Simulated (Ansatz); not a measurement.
**C₇H₁₆: ionisation energy by level of theory**

The task here is to estimate one member of a computed series from the others.

Program: Ansatz 0.2.0, Gaussian basis. Level of theory: unrestricted cation, the program's frozen cores in correlated methods. These are calculated values, not measurements.

The runs, in order: UKS PBE-D4/def2-TZVPP; UKS r2SCAN-D4/def2-TZVPP; UKS PBE0-D4/def2-TZVPP; UKS B3LYP-D4/def2-TZVPP; UKS wB97X-V/def2-TZVPP; UKS wB97M-V/def2-TZVPP; UKS B2PLYP/def2-TZVPP; UHF-MP2/def2-TZVPP; UHF-MP2/def2-QZVPP; then −ε(HOMO) from the neutral's earlier runs with LDA (SPW92), PBE-D4, revPBE-D4, BLYP-D4, r2SCAN-D4, B97M-V, PBE0-D4, B3LYP-D4, r2SCANh-D4, r2SCAN0-D4, HSE06-D4, BHLYP-D4, CAM-B3LYP-D4, LC-ωPBE, ωB97X-V, ωB97M-V.

1 further run of the same task is left out (it didn't finish).

## The geometry

All runs share one geometry, relaxed beforehand with PBE0-D4 in a triple-zeta def2 set.

SMILES `CC(C)C(C)(C)C`, 23 atoms, charge 0, spin multiplicity 1.

Atoms are counted from 1 here; the program's logs count them from 0.

Bond lengths: C1–C2 1.525 Å, C1–H8 1.091 Å, C1–H9 1.094 Å, C1–H10 1.093 Å, C2–C3 1.525 Å, C2–C4 1.552 Å, C2–H11 1.099 Å, C3–H12 1.091 Å, C3–H13 1.094 Å, C3–H14 1.093 Å, C4–C5 1.529 Å, C4–C6 1.529 Å, C4–C7 1.527 Å, C5–H15 1.093 Å, C5–H16 1.094 Å, C5–H17 1.092 Å, C6–H18 1.094 Å, C6–H19 1.093 Å and more. Angles: C2–C1–H8 112.6°, C2–C1–H9 111.4°, C2–C1–H10 110.0°, H8–C1–H9 108.0°, H8–C1–H10 107.4°, H9–C1–H10 107.1°, C1–C2–C3 109.0°, C1–C2–C4 113.8°, C1–C2–H11 107.2°, C3–C2–C4 113.8°, C3–C2–H11 107.2°, C4–C2–H11 105.3°, C2–C3–H12 112.7°, C2–C3–H13 111.4°, C2–C3–H14 110.0°, H12–C3–H13 108.0°, H12–C3–H14 107.4°, H13–C3–H14 107.1° and more.

Geometry (Å):

```xyz
23

C     0.9188   -0.6123   -1.7122
C     0.1682   -0.8569   -0.4079
C     1.0597   -1.6550    0.5369
C    -0.4199    0.4312    0.2263
C    -1.2329    0.0675    1.4688
C    -1.3655    1.1076   -0.7664
C     0.6689    1.4253    0.6243
H     0.3012   -0.1233   -2.4668
H     1.8085    0.0031   -1.5521
H     1.2567   -1.5627   -2.1330
H    -0.7008   -1.4865   -0.6454
H     0.5484   -1.9383    1.4580
H     1.9586   -1.0940    0.8075
H     1.3899   -2.5764    0.0505
H    -1.7506    0.9500    1.8544
H    -1.9898   -0.6882    1.2370
H    -0.6041   -0.3190    2.2732
H    -2.1286    0.4085   -1.1226
H    -1.8793    1.9463   -0.2887
H    -0.8359    1.5020   -1.6357
H     1.3515    1.0043    1.3661
H     1.2589    1.7477   -0.2369
H     0.2181    2.3190    1.0647
```

Set-up of the first run:

Input file in.yaml:

```yaml
crystal:
  periodic: [false, false, false]
  atoms:
    - {symbol: C, position_ang: [0.918769, -0.612309, -1.712160]}
    - {symbol: C, position_ang: [0.168245, -0.856929, -0.407897]}
    - {symbol: C, position_ang: [1.059680, -1.654992, 0.536915]}
    - {symbol: C, position_ang: [-0.419911, 0.431202, 0.226255]}
    - {symbol: C, position_ang: [-1.232868, 0.067516, 1.468832]}
    - {symbol: C, position_ang: [-1.365520, 1.107614, -0.766431]}
    - {symbol: C, position_ang: [0.668913, 1.425302, 0.624255]}
    - {symbol: H, position_ang: [0.301192, -0.123287, -2.466839]}
    - {symbol: H, position_ang: [1.808459, 0.003139, -1.552081]}
    - {symbol: H, position_ang: [1.256696, -1.562690, -2.133034]}
    - {symbol: H, position_ang: [-0.700751, -1.486512, -0.645424]}
    - {symbol: H, position_ang: [0.548411, -1.938304, 1.458032]}
    - {symbol: H, position_ang: [1.958583, -1.094023, 0.807504]}
    - {symbol: H, position_ang: [1.389891, -2.576374, 0.050537]}
    - {symbol: H, position_ang: [-1.750617, 0.950031, 1.854364]}
    - {symbol: H, position_ang: [-1.989796, -0.688207, 1.237041]}
    - {symbol: H, position_ang: [-0.604143, -0.319001, 2.273169]}
    - {symbol: H, position_ang: [-2.128559, 0.408540, -1.122613]}
    - {symbol: H, position_ang: [-1.879295, 1.946287, -0.288741]}
    - {symbol: H, position_ang: [-0.835870, 1.501982, -1.635684]}
    - {symbol: H, position_ang: [1.351498, 1.004311, 1.366128]}
    - {symbol: H, position_ang: [1.258902, 1.747705, -0.236870]}
    - {symbol: H, position_ang: [0.218099, 2.319008, 1.064735]}
basis:
  gaussian: {orbitals: def2-TZVPP}
total_charge: 1
magnetization: {spin_polarized: true, initial_magnetization: 1}
hamiltonian: {xc: pbe, dispersion: d4}
```

Among the steps run: Cation, UKS PBE-D4/def2-TZVPP; Cation, UKS r2SCAN-D4/def2-TZVPP; Cation, UKS PBE0-D4/def2-TZVPP; Cation, UKS B3LYP-D4/def2-TZVPP; Cation, UKS wB97X-V/def2-TZVPP; Cation, UKS wB97M-V/def2-TZVPP; Cation, UKS B2PLYP (frozen core)/def2-TZVPP; Cation, UHF-MP2/def2-TZVPP; Cation, UHF-MP2/def2-QZVPP.

One of the session's tables, all rows but one given; the rest of the session is left out.

Orbital estimates, from the neutral's runs:

| functional | −ε(HOMO) (eV) |
| --- | --- |
| LDA (SPW92) | ? |
| PBE-D4 | 7.18 |
| revPBE-D4 | 7.13 |
| BLYP-D4 | 7.10 |
| r2SCAN-D4 | 7.42 |
| B97M-V | 7.59 |
| PBE0-D4 | 8.48 |
| B3LYP-D4 | 8.30 |
| r2SCANh-D4 | 7.90 |
| r2SCAN0-D4 | 8.64 |
| HSE06-D4 | 8.08 |
| BHLYP-D4 | 9.75 |
| CAM-B3LYP-D4 | 9.88 |
| LC-ωPBE | 11.18 |
| ωB97X-V | 10.87 |
| ωB97M-V | 10.76 |

Estimate the missing values for LDA (SPW92).

The run gave: −ε(HOMO) (eV): 7.26. In the column «−ε(HOMO) (eV)» it lies between PBE-D4 (7.18) and r2SCAN-D4 (7.42).

Limits of these values: The cation may have settled in a state other than its lowest; no search over hole states beyond the program's own was made.
